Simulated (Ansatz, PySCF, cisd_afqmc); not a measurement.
Species: BeH, charge 0, doublet. BeH (SMILES [BeH], doublet).
B3LYP-D3(BJ)/def2-TZVP minimum from Ansatz (a first-principles code):
```
Be
H 1 1.3474
```
Charge 0, spin multiplicity 2.

Atomisation energy term by term, kcal/mol (programs: Ansatz, cisd_afqmc). UHF or UKS for unpaired electrons; spin-orbit terms are left out. Cores are frozen in correlated methods. No relativity. AFQMC is phaseless with a CISD trial state; ± is one standard error, without the phaseless bias. Outlying blocks are dropped, and bars are widened where a walk drifts. Over all cases where full CI ran beside it in this data, AFQMC minus full CI had a median of +0.1 mEh and passed +0.4 mEh in a tenth of the cases. CBS(X,Y): correlation extrapolated as X^-3, Hartree-Fock from the larger set. A bracket is a step between two methods taken in the basis named. Full CI freezes restricted core orbitals, also for open shells; the composite that ends in it estimates full CI at the basis-set limit. For partners of very few electrons the exact lower level stands in for a higher one. The restricted determinant of Be ([Be], singlet) is unstable towards broken spin symmetry in at least one set run.

```tsv
term	basis	kcal/mol
Hartree-Fock	def2-QZVPP	50.42
CCSD correlation	CBS(def2-TZVPP,def2-QZVPP)	-0.25
(T)	CBS(def2-TZVPP,def2-QZVPP)	0.39
FCI - CCSD(T)	def2-QZVPP	0.13
minus zero-point energy	Hessian by PySCF at B3LYP-D3(BJ)/def2-TZVP	-2.91
sum: D0		47.8
```

The step beyond CCSD(T) by other levels: FCI in def2-SVP 0.11; AFQMC/CISD in def2-SVP 0.08 ± 0.02; FCI in def2-TZVPP 0.13; AFQMC/CISD in def2-TZVPP 0.09 ± 0.01; AFQMC/CISD in def2-QZVPP 0.08 ± 0.01 kcal/mol.
